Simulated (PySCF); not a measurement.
C3H4FO (doublet state).
Structure used (GFN2-xTB), in Å, numbered top down from 1:
```
atom  x, y, z in Å
C1    -0.9202   -0.0114    0.7086
C2    -0.0243    0.3090   -0.4146
F3    -0.4724    1.1926   -1.3137
C4     1.2649   -0.2374   -0.6217
O5     1.7853   -1.0550    0.1297
H6    -0.4269    0.2196    1.6549
H7    -1.8512    0.5429    0.6293
H8    -1.1235   -1.0840    0.7270
H9     1.7819    0.1297   -1.5247
```

The hyperfine couplings belong to this conformer and change with its torsions.

The species is `O=C[C](C)F` [radical].

Theory: UKS B3LYP, pcH-1 on C F H O, non-relativistic, mean-field spin-orbit, GIAO in PySCF. Isolated species at its GFN2-xTB geometry (one conformer only). GFN2-xTB frequencies show an imaginary mode (119i cm⁻¹), so this geometry is no minimum at that level. A GFN2-xTB geometry isn't a minimum of the functional, and hyperfine couplings can be far from their values at a DFT geometry. Stability of the SCF solution: not tested.

**Question.** Match the computed a_iso(13C) values +66.4, -36.0, -23.4 MHz with the sites C1; C2; C4.

**Answer.** 
```json
{"site": "C1", "a_iso (MHz)": "-23.4", "ρ(0) (bohr⁻³)": "-0.0208", "position": "1 bond from C2", "distance from C2 (Å)": "1.47", "spin population": "-0.05", "largest |T| (MHz)": "2.0"}
{"site": "C2", "a_iso (MHz)": "+66.4", "ρ(0) (bohr⁻³)": "+0.0591", "position": "largest spin population", "distance from C2 (Å)": "0.00", "spin population": "+0.66", "largest |T| (MHz)": "121.9"}
{"site": "C4", "a_iso (MHz)": "-36.0", "ρ(0) (bohr⁻³)": "-0.0320", "position": "1 bond from C2", "distance from C2 (Å)": "1.42", "spin population": "-0.07", "largest |T| (MHz)": "6.5"}
```

**Question.** The isotropic 1H couplings, averaged over equivalent nuclei, are +54.1, -3.8 MHz. Assign them to H6/H7/H8; H9.

**Answer.** 
```
    site  a_iso (MHz)  ρ(0) (bohr⁻³)            position  distance from C2 (Å)  bound to  spin population there  largest |T| (MHz)
H6/H7/H8        +54.1        +0.0121  β, 2 bonds from C2                  2.11        C1                  -0.05                6.8
      H9         -3.8        -0.0009  β, 2 bonds from C2                  2.13        C4                  -0.07                8.0
```

ρ(0) is the spin density at the nucleus and T the dipolar tensor; entries for several nuclei are means. The largest Mulliken spin populations are on C2 (+0.66), O5 (+0.33), C4 (-0.07) and F3 (+0.07). The positive populations add up to 1.12 and the negative ones to -0.12, together 2S = 1. The angles at C2 add up to 360.0°, so it is planar.

Examples of negative spin density at the nucleus (bohr⁻³): C4 (-0.0320) and C1 (-0.0208).

Nuclei that the bonding pattern makes equivalent are averaged, as if the motion that swaps them (rotation, inversion, ring flip) were fast. The three 1H nuclei of mean +54.1 MHz run from 1.1 to 80.8 MHz in the frozen geometry.
